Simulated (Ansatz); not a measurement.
C3H5ClF2, SMILES `C[C@@H](F)[C@H](F)Cl`, relaxed with RKS PBE0-D4/def2-TZVP in the Gaussian-basis code of Ansatz from a PBE-D4/def2-SVP geometry. The force threshold is 0.005 eV/Å; the program also tests the step.

Charge 0, multiplicity 1.

Start:

```xyz
11

C    -1.295   -0.087    0.270
C     0.161   -0.510    0.283
F     0.284   -1.770   -0.301
C     1.095    0.408   -0.512
F     2.368   -0.068   -0.459
Cl    1.052    2.080    0.168
H    -1.904   -0.855    0.784
H    -1.665    0.011   -0.771
H    -1.432    0.879    0.789
H     0.555   -0.572    1.323
H     0.781    0.484   -1.574
```

```csv
step,energy (eV),largest force (eV/Å),largest move (Å)
1,-21140.0359,0.522,0.000
2,-21140.0776,0.221,0.020
3,-21140.0831,0.090,0.013
4,-21140.0835,0.044,0.004
5,-21140.0836,0.006,0.005
6,-21140.0836,0.004,0.001
```

End:

```xyz
11

C    -1.286   -0.085    0.267
C     0.161   -0.499    0.288
F     0.277   -1.753   -0.290
C     1.078    0.410   -0.509
F     2.347   -0.062   -0.456
Cl    1.051    2.055    0.155
H    -1.883   -0.852    0.762
H    -1.642    0.022   -0.760
H    -1.428    0.860    0.791
H     0.551   -0.570    1.308
H     0.774    0.473   -1.556
```

Run time 19 s (4 threads of an Intel Xeon Platinum 8488C on a shared host); peak host memory 0.65 GiB.
